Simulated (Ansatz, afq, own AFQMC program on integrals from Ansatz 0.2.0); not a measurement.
## HfH, quartet in def2-TZVP, levels against full CI

```xyz
2

Hf    0.0000    0.0000    0.0000
H     0.0000    0.0000    2.3040
```

Basis def2-TZVP with its core potentials. Only valence electrons are correlated. Ansatz 0.2.0 and our own AFQMC program on the same integrals; the CISD trial comes from CCSD amplitudes, and released means the phaseless constraint is let go. Uncertainties: one standard error, sampling alone. No spin–orbit coupling. The metal's outer-core s and p shells are frozen, which shifts wave-function levels against functionals.

Determinant: UHF, the one that the program's search chose, which needn't be the lowest solution. The geometry is a point of a scan.

Full CI on the same integrals is exact in this basis and with this determinant's frozen core.

Cautions: no spin-orbit coupling; outer-core shells of the metal frozen; lower spins were not checked; the released energies have errors that jump between times, so the bars are unsure, so no released level is given (meV from the phaseless value at times in 1/Eh: -4.3 ± 1.2 at 0.60, 2 ± 8 at 1.20, -6 ± 5 at 2.00, -12.4 ± 1.0 at 3.00, -19 ± 11 at 4.20).

The T1 diagnostic is 0.0347. The weight of the determinant in the CISD state is 0.932 and the ⟨S²⟩ of the determinant is 3.757. The size of the correlated space is 5 electrons in 42 orbitals.

```tsv
level	correlation energy (eV)
MP2	-1.0925
CCSD	-1.4954
CCSD(T)	-1.5369
```

Estimate where phaseless AFQMC with a CISD trial lies against CCSD(T) on the same integrals.

0.6 ± 0.1 kJ/mol below CCSD(T).

Reference: full CI, correlation energy -1.563 eV.

```json
{"level": "CCSD(T)", "E − E(reference) (kJ/mol)": "2.6", "share of correlation (%)": "98.31"}
{"level": "CCSDT", "E − E(reference) (kJ/mol)": "0.2", "share of correlation (%)": "99.84"}
{"level": "CCSDT(Q)", "E − E(reference) (kJ/mol)": "0.1", "share of correlation (%)": "99.95"}
{"level": "CCSDTQ", "E − E(reference) (kJ/mol)": "0.0", "share of correlation (%)": "100.00"}
{"level": "ph-AFQMC/CISD", "E − E(reference) (kJ/mol)": "1.9 ± 0.1", "share of correlation (%)": "98.73"}
```

CCSDT and higher add their correlation energy to the determinant of the CCSD(T) run, since their own runs factorise the integrals more tightly (a shift of under 2 meV).
